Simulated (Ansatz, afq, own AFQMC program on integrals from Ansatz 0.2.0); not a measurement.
AlSiH, triplet in 6-31G along one coordinate

```xyz
3

Si    0.0000    0.0000    2.0886
Al    0.0000    0.0000   -0.2449
H     0.0000    0.0000   -1.8437
```

All coordinates are scaled about the centre. Energies in mEh count from this geometry (1.000) at the same level; the start stands on UHF, each point on the determinant named.

Basis 6-31G. Only valence electrons are correlated. AFQMC by an in-house program on the Cholesky factors that Ansatz 0.2.0 writes for its CCSD(T) run. The CISD trial takes its coefficients from CCSD amplitudes. Released means that phaseless walkers are propagated on without the constraint, phases kept. ± is one standard error of the sampling.

Cautions, each for one point or more: a spin-contaminated unrestricted determinant lies lower; cluster runs in doubt by the program's own checks; lower spins were not checked; strong correlation; the ph-AFQMC/CISD walk drifts between its halves; unrestricted determinant spin contaminated.

```
scale of all distances  det.     T1  weight  ⟨S²⟩    PBE0  wB97M-V  CCSD(T)
                 0.869   UHF  0.020    0.92  2.01    53.4     50.4     61.7
                 1.114   UHF  0.054    0.86  2.02     7.6      8.5      1.2
                 1.316   UHF  0.055    0.84  2.13    52.5     50.3     35.5
                 1.478   UHF  0.070    0.79  2.39    86.8     81.9     61.5
                 1.769  ROHF  0.044    0.81  pure  130.6§    126.3     95.1
                 2.029   UHF  0.089    0.64  2.87  152.8§   150.9§    115.2
                 2.412   UHF  0.051    0.69  2.96  168.3§   166.1§    130.8
```

Question: Estimate the curve of full CI, counted from the same start.

Answer: 
```json
{"scale of all distances": "0.869", "det.": "UHF", "T1": "0.020", "weight": "0.92", "⟨S²⟩": "2.01", "FCI": "62.1", "ph-AFQMC/CISD": "61.7 ± 0.2", "CCSDT(Q)": "62.1"}
{"scale of all distances": "1.114", "det.": "UHF", "T1": "0.054", "weight": "0.86", "⟨S²⟩": "2.02", "FCI": "0.9", "ph-AFQMC/CISD": "1.2 ± 0.1", "CCSDT(Q)": "0.8"}
{"scale of all distances": "1.316", "det.": "UHF", "T1": "0.055", "weight": "0.84", "⟨S²⟩": "2.13", "FCI": "34.9", "ph-AFQMC/CISD": "35.3 ± 0.1", "CCSDT(Q)": "34.9"}
{"scale of all distances": "1.478", "det.": "UHF", "T1": "0.070", "weight": "0.79", "⟨S²⟩": "2.39", "FCI": "61.2", "ph-AFQMC/CISD": "61.8 ± 0.1", "CCSDT(Q)": "61.3"}
{"scale of all distances": "1.769", "det.": "ROHF", "T1": "0.044", "weight": "0.81", "⟨S²⟩": "pure", "FCI": "95.4", "ph-AFQMC/CISD": "96.3 ± 0.1", "CCSDT(Q)": "95.5"}
{"scale of all distances": "2.029", "det.": "UHF", "T1": "0.089", "weight": "0.64", "⟨S²⟩": "2.87", "FCI": "115.5", "ph-AFQMC/CISD": "116.0 ± 0.2", "CCSDT(Q)": "115.5"}
{"scale of all distances": "2.412", "det.": "UHF", "T1": "0.051", "weight": "0.69", "⟨S²⟩": "2.96", "FCI": "131.1", "ph-AFQMC/CISD": "131.6 ± 0.2", "CCSDT(Q)": "131.1"}
```

Weight is that of the determinant in the CISD state; at the start T1 is 0.033 and the weight 0.90, and ⟨S²⟩ is 2.01. § marks a functional whose ⟨S²⟩ is too high by over 0.1. Largest departures from full CI: CCSD(T) 0.6 mEh at 1.316 (on UHF), ph-AFQMC/CISD 0.9 mEh at 1.769 (on ROHF), CCSDT(Q) 0.1 mEh at 1.478 (on UHF), PBE0 25.6 mEh at 1.478, wB97M-V 30.9 mEh at 1.769. Functionals count only at points shown to share the start's state and spin. In this small basis the wave-function levels are far from their limit, so their gap to the functionals isn't the functionals' error. In total energy ph-AFQMC/CISD lies 17.0 ± 2.2 meV above full CI at the start, so its agreement along the curve rests in part on cancellation.

CCSDT and higher add their correlation energy to the determinant of the CCSD(T) run, since their own runs factorise the integrals more tightly (a shift of under 2 meV). A walk keeps the symmetry of its determinant, which the program's search chose and which needn't be the lowest solution, so a lower state of the same spin and another symmetry isn't excluded.
